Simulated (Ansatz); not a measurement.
# Worked example: building the atomization energy of F₂, singlet

Measured: the G2/97 heats of formation, with zero-point and thermal terms from B3LYP taken off, give an electronic atomization energy of 38.4 kcal/mol (Curtiss et al., J. Chem. Phys. 106, 1063 (1997); Staroverov et al., J. Chem. Phys. 119, 12129 (2003)). The calculation below tries to reproduce it.

Geometry (MP2(full)/6-31G*, from the G2/97 set):

```yaml
atoms:
  - { symbol: F, position_ang: [0.0000, 0.0000, 0.0000] }
  - { symbol: F, position_ang: [0.0000, 0.0000, 1.4206] }
```

Atomization energies (atoms less molecule, kcal/mol) from Ansatz 0.2.0, frozen cores, restricted molecule, unrestricted atoms (their steps beyond CCSDT(Q) from restricted open-shell runs), sets cc-pVDZ, cc-pVTZ, cc-pVQZ:

```
   level      DZ      TZ      QZ
      HF  -41.22  -37.78  -37.95
 CCSD(T)   26.77   34.75   36.62
   CCSDT   26.85   34.52   36.34
CCSDT(Q)   27.80   35.45   37.35
  CCSDTQ   27.69       –       –
```

Problem. Extrapolate Hartree–Fock with exp(−5.46 √X) and the CCSD(T) correlation part with X⁻³ (X = 3, 4), add each higher step from the largest set that has it, and compare with the measured value.

Solution. Hartree–Fock: -37.95 + (-37.95 − -37.78) × 0.301 = -38.00.
Correlation: TZ 72.53, QZ 74.57; (64 × 74.57 − 27 × 72.53) / 37 = 76.06.
Full triples (QZ): 36.34 − 36.62 = -0.28.
(Q) (QZ): 37.35 − 36.34 = 1.01.
Full quadruples (DZ): 27.69 − 27.80 = -0.11.
Sum: 38.7 kcal/mol, 0.3 above the measured 38.4.

The steps beyond CCSD(T) add 0.62 kcal/mol, while going from QZ to the limit adds 1.44. Core correlation, scalar relativity, spin–orbit terms and the relaxation from this MP2 geometry are missing from the sum, and the measured value has its own uncertainty.
